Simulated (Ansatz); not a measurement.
# Silanol (SiH₄O): one species, many methods

The task here is to estimate one member of a computed series from the others.

Method: functionals in def2-TZVPP, the program's frozen cores in correlated methods; program: Ansatz 0.2.0, Gaussian basis.

The runs, in order: LDA (SPW92), PBE-D4, revPBE-D4, BLYP-D4, r2SCAN-D4, B97M-V, PBE0-D4, B3LYP-D4, r2SCANh-D4, r2SCAN0-D4, HSE06-D4, BHLYP-D4, CAM-B3LYP-D4, LC-ωPBE, ωB97X-V, ωB97M-V, B2PLYP, PBE-QIDH; CCSD(T)/def2-SVP; CCSD(T)/def2-TZVPP; CCSD(T)/def2-QZVPP; extrapolation to the limit; RPA on PBE.

### The geometry

The geometry comes from an earlier relaxation with PBE0-D4 in a triple-zeta def2 set; it is a stationary point.

SMILES `O[SiH3]`, 6 atoms, charge 0, spin multiplicity 1.

Atoms are counted from 1 here; the program's logs count them from 0.

Bond lengths: O1–Si2 1.648 Å, O1–H3 0.958 Å, Si2–H4 1.489 Å, Si2–H5 1.481 Å, Si2–H6 1.489 Å. Angles: Si2–O1–H3 117.9°, O1–Si2–H4 111.7°, O1–Si2–H5 105.9°, O1–Si2–H6 111.7°, H4–Si2–H5 109.9°, H4–Si2–H6 107.9°, H5–Si2–H6 109.9°.

The first run:

File in.yaml:

```yaml
crystal:
  periodic: [false, false, false]
  atoms:
    - {symbol: O, position_ang: [0.636713, -1.030299, 0.418986]}
    - {symbol: Si, position_ang: [-0.035725, 0.346543, -0.187021]}
    - {symbol: H, position_ang: [0.069058, -1.629237, 0.904721]}
    - {symbol: H, position_ang: [-1.128311, 0.045684, -1.152772]}
    - {symbol: H, position_ang: [1.060521, 1.064945, -0.875574]}
    - {symbol: H, position_ang: [-0.602256, 1.202354, 0.891669]}
basis:
  gaussian: {orbitals: def2-TZVPP}
hamiltonian: {xc: lda}
output: {orbitals: {seedname: orbitals}}
```

Launch:

```console
ansatz run in.yaml --threads 2 --pin off --events-out ev --progress --plain --max-ram 32768MiB --backend cpu
```

Among the steps run: LDA; PBE-D4 (GGA); revPBE-D4 (GGA); BLYP-D4 (GGA); r2SCAN-D4 (meta-GGA); B97M-V (meta-GGA); PBE0-D4 (hybrid); B3LYP-D4 (hybrid); r2SCANh-D4 (hybrid); r2SCAN0-D4 (hybrid); HSE06-D4 (hybrid); BHLYP-D4 (hybrid); CAM-B3LYP-D4 (range-separated); LC-ωPBE (range-separated); ωB97X-V (range-separated); ωB97M-V (range-separated); B2PLYP (double hybrid); PBE-QIDH (double hybrid).

One table of the session follows, with a row left open; its other results are not shown here.

It belongs to the step «Frontier levels by functional». 

| functional | HOMO (eV) | gap (eV) |
| --- | --- | --- |
| LDA (SPW92) | -7.29 | 6.25 |
| PBE-D4 | -7.21 | 6.38 |
| revPBE-D4 | -7.18 | 6.43 |
| BLYP-D4 | -7.14 | 6.36 |
| r2SCAN-D4 | -7.58 | 7.28 |
| B97M-V | -7.70 | 7.06 |
| PBE0-D4 | ? | ? |
| B3LYP-D4 | -8.52 | 8.27 |
| r2SCANh-D4 | -8.14 | 8.12 |
| r2SCAN0-D4 | -8.98 | 9.36 |
| HSE06-D4 | -8.33 | 7.99 |
| BHLYP-D4 | -10.19 | 10.99 |
| CAM-B3LYP-D4 | -10.19 | 11.11 |
| LC-ωPBE | -11.55 | 13.73 |
| ωB97X-V | -11.21 | 13.24 |
| ωB97M-V | -11.07 | 12.71 |

Estimate the missing values for PBE0-D4.

The run gave: HOMO (eV): -8.73; gap (eV): 8.77. In the column «HOMO (eV)» it lies between r2SCAN0-D4 (-8.98) and B3LYP-D4 (-8.52).
